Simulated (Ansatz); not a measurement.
# AlSiH₄ radical (SMILES [AlH][SiH3]): one structure at several levels

Aim: energy, forces and dipole at a structure displaced at random from a GFN2-xTB minimum, from CCSD(T) and from density functionals.

Computed with Ansatz 0.2.0, Gaussian basis. Level: single points in def2-TZVPP.

Correlated methods freeze the cores. Orbitals are unrestricted.

## Step 1: Starting geometry

SMILES `[AlH][SiH3]`, 6 atoms, charge 0, spin multiplicity 2.

Atoms are counted from 1 here; the program's logs count them from 0.

Bond lengths: Al1–Si2 2.662 Å, Al1–H3 1.716 Å, Si2–H4 1.480 Å, Si2–H5 1.605 Å, Si2–H6 1.295 Å. Angles: Si2–Al1–H3 118.0°, Al1–Si2–H4 106.3°, Al1–Si2–H5 121.0°, Al1–Si2–H6 100.5°, H4–Si2–H5 110.5°, H4–Si2–H6 105.1°, H5–Si2–H6 112.0°.

As a file:

```xyz
6
charge 0, multiplicity 2
Al    0.5741   -1.2552    1.4557
Si   -0.2294    0.6600   -0.2101
H     1.3188   -2.6483    0.7841
H    -1.5447    0.2292   -0.7352
H     0.7143    1.1639   -1.4061
H    -0.4962    1.6080    0.6311
```

## Step 2: CCSD(T)/def2-TZVPP

Input file run/in.yaml:

```yaml
crystal:
  periodic: [false, false, false]
  atoms:
    - {symbol: Al, position_ang: [0.574100, -1.255200, 1.455700]}
    - {symbol: Si, position_ang: [-0.229400, 0.660000, -0.210100]}
    - {symbol: H, position_ang: [1.318800, -2.648300, 0.784100]}
    - {symbol: H, position_ang: [-1.544700, 0.229200, -0.735200]}
    - {symbol: H, position_ang: [0.714300, 1.163900, -1.406100]}
    - {symbol: H, position_ang: [-0.496200, 1.608000, 0.631100]}
basis:
  gaussian: {orbitals: def2-TZVPP}
magnetization: {spin_polarized: true, initial_magnetization: 1}
correlation: {method: ccsd_t}
scf: {omitted_lower_state_checks: [cluster_reference]}
output: {forces: true}
```

The command line of these runs was not kept.

## Step 3: PBE0-D4/def2-TZVPP

Edit run/in.yaml of step 2 so:

```diff
@@ -12,4 +12,3 @@
 magnetization: {spin_polarized: true, initial_magnetization: 1}
-correlation: {method: ccsd_t}
-scf: {omitted_lower_state_checks: [cluster_reference]}
-output: {forces: true}
+hamiltonian: {xc: pbe0, dispersion: d4}
+output: {forces: true, orbitals: {seedname: orbitals}}
```

## Step 4: wB97M-V/def2-TZVPP

Edit run/in.yaml of step 3 so:

```diff
@@ -12,3 +12,3 @@
 magnetization: {spin_polarized: true, initial_magnetization: 1}
-hamiltonian: {xc: pbe0, dispersion: d4}
-output: {forces: true, orbitals: {seedname: orbitals}}
+hamiltonian: {xc: {name: wB97M-V}}
+output: {forces: true}
```

## Step 5: r2SCAN-D4/def2-TZVPP

Edit run/in.yaml of step 4 so:

```diff
@@ -12,3 +12,3 @@
 magnetization: {spin_polarized: true, initial_magnetization: 1}
-hamiltonian: {xc: {name: wB97M-V}}
+hamiltonian: {xc: r2scan, dispersion: d4}
 output: {forces: true}
```

## Step 6: PBE-D4/def2-TZVPP

Edit run/in.yaml of step 5 so:

```diff
@@ -12,3 +12,3 @@
 magnetization: {spin_polarized: true, initial_magnetization: 1}
-hamiltonian: {xc: r2scan, dispersion: d4}
+hamiltonian: {xc: pbe, dispersion: d4}
 output: {forces: true}
```

## Step 7: BHLYP-D4/def2-TZVPP

Edit run/in.yaml of step 6 so:

```diff
@@ -12,3 +12,3 @@
 magnetization: {spin_polarized: true, initial_magnetization: 1}
-hamiltonian: {xc: pbe, dispersion: d4}
+hamiltonian: {xc: {name: BHLYP}, dispersion: d4}
 output: {forces: true}
```

## Step 8: r2SCAN0-D4/def2-TZVPP

Edit run/in.yaml of step 7 so:

```diff
@@ -12,3 +12,3 @@
 magnetization: {spin_polarized: true, initial_magnetization: 1}
-hamiltonian: {xc: {name: BHLYP}, dispersion: d4}
+hamiltonian: {xc: {name: r2SCAN0}, dispersion: d4}
 output: {forces: true}
```

(Steps that only read results are left out.)

Before running it: what results should come out? Wanted: energy less free atoms, CCSD(T)/def2-TZVPP; RMS force component; RMS force error; HOMO and LUMO, PBE0-D4; T1 diagnostic.

As calculated:

| quantity | value |
| --- | --- |
| energy less free atoms, CCSD(T)/def2-TZVPP | -314.2 kcal/mol |
| RMS force component | 1.860 to 1.905 eV/Å over the methods |
| RMS force error | PBE0-D4 0.046, wB97M-V 0.043, r2SCAN-D4 0.040, PBE-D4 0.131, BHLYP-D4 0.086, r2SCAN0-D4 0.025 eV/Å |
| HOMO and LUMO, PBE0-D4 | -5.64 and -2.68 eV |
| T1 diagnostic | 0.018 |

**Reading.** Against CCSD(T) the functionals' energies less atoms differ by -10.9 to -3.5 kcal/mol, PBE-D4 by -3.5 kcal/mol. CCSD(T) in triple zeta still lacks some correlation energy of the bonds, so part of these gaps is its own basis error and they don't rank the functionals. On forces the order runs from r2SCAN0-D4 to PBE-D4. Frozen-core CCSD(T) forces in triple zeta carry basis errors of their own, and this is one geometry, so small gaps rank nothing.
